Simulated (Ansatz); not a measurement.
# SiNH4 (SMILES [NH][SiH3]): UB2PLYP/def2-TZVP

Aim: the energy change on altering one bond length of SiNH4 at UB2PLYP/def2-TZVP, from 2 runs. 

The results are computed with Ansatz 0.2.0.

43 further runs of the same task are left out: 43 set aside as unsound or not needed.

**1. Starting point**

SiNH4 has 6 atoms, charge 0, and is taken as a doublet. As SMILES, `[NH][SiH3]`. The coordinates come from a PBE0-D4/def2-TZVP relaxation.

Bond lengths: N1–Si2 1.753 Å, N1–H3 1.023 Å, Si2–H4 1.491 Å, Si2–H5 1.491 Å, Si2–H6 1.481 Å. Angles: N1–Si2–H4 110.8°, N1–Si2–H5 109.1°, N1–Si2–H6 109.3°, Si2–N1–H3 111.9°, H4–Si2–H5 108.6°, H4–Si2–H6 109.5°, H5–Si2–H6 109.5°.

**2. A single-point energy at UB2PLYP/def2-TZVP**

Contents of job.yaml:

```yaml
crystal:
  periodic: [false, false, false]
  atoms:
    - {symbol: "N", position_ang: [0.592100, -0.835200, 0.909500]}
    - {symbol: Si, position_ang: [-0.203700, 0.347600, -0.110000]}
    - {symbol: H, position_ang: [0.922800, -1.640700, 0.372700]}
    - {symbol: H, position_ang: [-1.310600, -0.282300, -0.885500]}
    - {symbol: H, position_ang: [0.789500, 0.911800, -1.068900]}
    - {symbol: H, position_ang: [-0.748100, 1.434800, 0.736200]}
basis:
  gaussian: {orbitals: def2-TZVP}
hamiltonian: {xc: {name: B2PLYP}}
output: {orbitals: {seedname: orbitals}}
correlation: {frozen_orbitals: {H: 0, "N": 1, Si: 5}}
accuracy: high
magnetization: {spin_polarized: true, initial_magnetization: 1}
```

Run with:

```sh
ansatz run job.yaml --threads 1 --pin off --max-ram 3480MiB --events-out events.jsonl --progress --plain --runs-dir runs
```

Log:

```text
Warning: RAYON_NUM_THREADS=1 ignored (pool sized by the plan → 1); use --threads N
Functional definition: B2PLYP
  name "B2PLYP"
  parameter a = 0.53
  parameter c = 0.27
  exchange = (1 - a)*b88_x + a*exact_x
  correlation = (1 - c)*lyp_c + c*(mp2_os + mp2_ss)
1669 factors; integrals over basis functions are off by at most 3.6e-9 eV
mean field evaluation 1: about -9420.7520 eV, gradient 2.7e1 eV
mean field evaluation 2: about -9420.7963 eV, gradient 2.7e1 eV
mean field evaluation 4: about -9424.5547 eV, gradient 2.1e0 eV
mean field evaluation 8: about -9424.6416 eV, gradient 2.8e-1 eV
mean field evaluation 16: about -9424.6430 eV, gradient 1.4e-3 eV
mean field evaluation 32: about -9424.6430 eV, gradient 3.6e-8 eV
mean field -9424.64303867 eV, -346.3492434185 hartree, gradient 3.6e-8 eV, S^2 0.755508; 2 other end points of the search recorded, 0 dependent functions left out
6 core orbitals not correlated: weight in the atoms' cores, before any rotation towards them, 1.000 or more for the frozen orbitals, at most 0.000 for the correlated occupied ones
reference -9424.64306328 eV, -346.3492443230 hartree; 7, 6 occupied and 79, 80 virtual orbitals, 1669 factors
second order -9.64586626 eV of doubles, -0.00000000 eV of singles
Total energy: -9427.24744717 eV, -346.4449536656 hartree
```

Wall time 9.9 s (1 thread of Arm Neoverse V2, shared host); peak memory 0.3 GiB.

**3. The distorted shape at the same level**

Contents of molecule.yaml:

```yaml
crystal:
  periodic: [false, false, false]
  atoms:
    - symbol: "N"
      position_ang: [0.195261, 0.131397, 1.553658]
    - symbol: Si
      position_ang: [-0.600539, 1.314197, 0.534158]
    - symbol: H
      position_ang: [0.922800, -1.640700, 0.372700]
    - symbol: H
      position_ang: [-1.707439, 0.684297, -0.241342]
    - symbol: H
      position_ang: [0.392661, 1.878397, -0.424742]
    - symbol: H
      position_ang: [-1.144939, 2.401397, 1.380358]
basis:
  gaussian: {orbitals: def2-TZVP}
total_charge: 0
magnetization: {spin_polarized: true, initial_magnetization: 1}
hamiltonian: {xc: {name: B2PLYP}}
correlation: {frozen_orbitals: {H: 0, "N": 1, Si: 5}}
accuracy: high
output: {orbitals: {seedname: orbitals}}
```

Run with:

```sh
ansatz run molecule.yaml --threads 1 --pin off --max-ram 3480MiB --events-out events.jsonl --progress --plain --runs-dir runs
```

Log, cut to the lines that bear on the results:

```text
Warning: RAYON_NUM_THREADS=1 ignored (pool sized by the plan → 1); use --threads N
[... 2 set-up lines as earlier in the session ...]
[...]
1667 factors; integrals over basis functions are off by at most 3.6e-9 eV
[...]
mean field -9420.83793206 eV, -346.2094083298 hartree, gradient 3.0e-8 eV, S^2 1.642323; 5 other end points of the search recorded, 0 dependent functions left out
6 core orbitals not correlated: weight in the atoms' cores, before any rotation towards them, 1.000 or more for the frozen orbitals, at most 0.000 for the correlated occupied ones
reference -9420.83795860 eV, -346.2094093051 hartree; 7, 6 occupied and 79, 80 virtual orbitals, 1667 factors
second order -8.39635764 eV of doubles, -0.00000000 eV of singles
Total energy: -9423.10497516 eV, -346.2927206271 hartree
```

Run time: 23 s. Hardware: 1 thread of Arm Neoverse V2, shared host; peak memory 0.39 GiB.

**4. Results**

At UB2PLYP/def2-TZVP, 6 core orbitals frozen:

```
                                                                 quantity          value
                                                first shape: total energy  -346.44495 Eh
    first shape: HOMO energy (SCF part's orbitals) (highest over α and β)       -9.36 eV
     first shape: LUMO energy (SCF part's orbitals) (lowest over α and β)       -1.47 eV
                                                        first shape: ⟨S²⟩          0.756
                                            distorted shape: total energy  -346.29272 Eh
distorted shape: HOMO energy (SCF part's orbitals) (highest over α and β)       -9.61 eV
 distorted shape: LUMO energy (SCF part's orbitals) (lowest over α and β)       -1.36 eV
                                                    distorted shape: ⟨S²⟩          1.642
        energy change with the N1–H3 bond stretched from 1.023 to 2.250 Å       4.142 eV
```

With the N1–H3 bond stretched from 1.023 to 2.250 Å the energy rises by 4.14 eV (400 kJ/mol). The first shape isn't relaxed at this level, so the change isn't measured from a minimum. ⟨S²⟩ (distorted shape) is 1.64 where a pure doublet has 0.75: the reference is spin-contaminated.
